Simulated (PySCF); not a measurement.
# nitrosyl (NO+): NMR shifts and spin-spin couplings

What NMR shifts and spin-spin couplings should nitrosyl (NO+) (`N#[O+]`) show?

Computed with PySCF 2.14.0, with density-fitted response routines of our own, on a single molecule in the gas phase. Atoms are numbered from 0 throughout.

### Step 1. The starting structure

2 atoms, charge 1, multiplicity 1; geometry from: GFN2-xTB.

Bonds of the start (Å): N0–O1 1.05.

### Step 2. Nuclear shieldings: PBE0/pcSseg-1

Job settings and geometry (Å):

```
{"job": {"kind": "nmr", "xc": "PBE0", "basis": "pcSseg-1"}, "charge": 1, "multiplicity": 1}
N      0.527355    -0.002852    -0.002890
O     -0.524598     0.004120    -0.011259
```

Level: GIAO PBE0/pcSseg-1 NMR shielding, non-relativistic, gas phase.

**Question.** This job is followed by: B3LYP/pcJ-1 indirect spin-spin coupling, non-relativistic, gas phase. What will the session give for the following? 15N shifts against NH3 (PBE0/pcSseg-1); 17O shifts against H2O (PBE0/pcSseg-1); largest coupling of the table (B3LYP/pcJ-1).

As calculated:

| quantity | value |
| --- | --- |
| 15N shifts against NH3 (PBE0/pcSseg-1) | 417.9 ppm |
| 17O shifts against H2O (PBE0/pcSseg-1) | 519.8 ppm |
| largest coupling of the table (B3LYP/pcJ-1) | 1J(N,O) N0–O1, -16.7 Hz |

What this shows: At PBE0/pcSseg-1: The largest span, 883 ppm, is at O1, where the paramagnetic term is -578 ppm. Of the pairs tabulated at B3LYP/pcJ-1, N0–O1 couples most strongly (-16.7 Hz; Fermi contact -13.9 Hz).
